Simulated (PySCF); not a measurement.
# QCISD(T)/STO-6G run of PN (phosphorus nitride)

Aim: the energy change on altering one bond length of PN (phosphorus nitride) at QCISD(T)/STO-6G, from 2 runs. Input form: a Python script.

The results are computed with PySCF 2.14.0.

14 further runs of the same task are left out: 4 that didn't finish, 10 set aside as unsound or not needed.

### Step 1. The structure to begin with

The species is PN (2 atoms), meant as a singlet with charge 0. SMILES: `N#P`. Geometry: the measured bond length.

Bond lengths: N1–P2 1.491 Å.

### Step 2. The energy at QCISD(T)/STO-6G

run.py

```python
from pyscf import gto, scf, cc

mol = gto.Mole()
mol.atom = '''
N      0.000000     0.000000     0.000000
P      0.000000     0.000000     2.817328
'''
mol.verbose = 3
mol.spin = 0
mol.unit = 'bohr'
mol.basis = 'sto-6g'
mol.max_memory = 1860
mol.build()

myscf = scf.RHF(mol)
myscf.conv_tol = 1e-10
myscf.kernel()
if not myscf.converged:
    myscf = myscf.newton().run(myscf.mo_coeff, myscf.mo_occ)

mycc = cc.QCISD(myscf, frozen=6)
mycc.kernel()
e_t = mycc.qcisd_t()
e_final = mycc.e_tot + e_t
print('E(%s) = %.9f' % ('QCISD(T)', e_final))
```

The run is started by

```console
$ OMP_NUM_THREADS=1 python run.py
```

Output:

```text
converged SCF energy = -393.742882155398
E(QCISD) = -393.9124835527693  E_corr = -0.1696013973713051
QCISD(T) correction = -0.0020499203761681
E(QCISD(T)) = -393.914533473
```

Wall time 0.76 s (1 thread of Arm Neoverse V1, shared host); peak memory 0.1 GiB.

### Step 3. The distorted shape

run.py

```python
from pyscf import gto, scf, cc

molecule = gto.Mole()
molecule.atom = '''
N    0.000000   0.000000  -0.298134
P    0.000000   0.000000   1.490866
'''
molecule.charge = 0
molecule.verbose = 3
molecule.max_memory = 1860
molecule.basis = 'sto-6g'
molecule.build()

mf = scf.RHF(molecule)
mf.conv_tol = 1e-10
mf.kernel()
if not mf.converged:
    mf = mf.newton().run(mf.mo_coeff, mf.mo_occ)

mycc = cc.QCISD(mf, frozen=6)
mycc.kernel()
e_t = mycc.qcisd_t()
etot = mycc.e_tot + e_t
print('E = %.10f Eh' % etot)
```

The run is started by

```console
$ OMP_NUM_THREADS=1 python run.py
```

Output:

```text
converged SCF energy = -393.618382321739
E(QCISD) = -393.8663957670752  E_corr = -0.2480134453359276
QCISD(T) correction = -0.00221302561126955
E = -393.8686087927 Eh
```

Wall time 0.8 s (1 thread of Arm Neoverse V1, shared host); peak memory 0.1 GiB.

### Step 4. Outcome

At QCISD(T)/STO-6G, 6 core orbitals frozen:

| quantity | value |
| --- | --- |
| first shape: total energy | -393.91453 Eh |
| first shape: dipole moment (Hartree–Fock density) | 2.09 D |
| first shape: HOMO energy (Hartree–Fock orbitals) | -8.75 eV |
| first shape: LUMO energy (Hartree–Fock orbitals) | 6.94 eV |
| first shape: HOMO–LUMO gap (Hartree–Fock orbitals) | 15.69 eV |
| first shape: correlation energy (6 core orbitals frozen) | -171.7 mEh |
| first shape: (T) correction | -2.05 mEh |
| first shape: T1 diagnostic | 0.008 |
| distorted shape: total energy | -393.86861 Eh |
| distorted shape: dipole moment (Hartree–Fock density) | 1.91 D |
| distorted shape: HOMO energy (Hartree–Fock orbitals) | -6.47 eV |
| distorted shape: LUMO energy (Hartree–Fock orbitals) | 5.20 eV |
| distorted shape: HOMO–LUMO gap (Hartree–Fock orbitals) | 11.67 eV |
| distorted shape: correlation energy (6 core orbitals frozen) | -250.2 mEh |
| distorted shape: (T) correction | -2.21 mEh |
| distorted shape: T1 diagnostic | 0.010 |
| energy change with the N1–P2 bond stretched from 1.491 to 1.789 Å | 1.250 eV |

**Reading.** With the N1–P2 bond stretched from 1.491 to 1.789 Å the energy rises by 1.25 eV (29 kcal/mol). The first shape isn't relaxed at this level, so the change isn't measured from a minimum. The minimal basis adds a large error of its own. The triples (first shape) make up 1.2 % of the correlation energy. The triples (distorted shape) make up 0.9 % of the correlation energy.
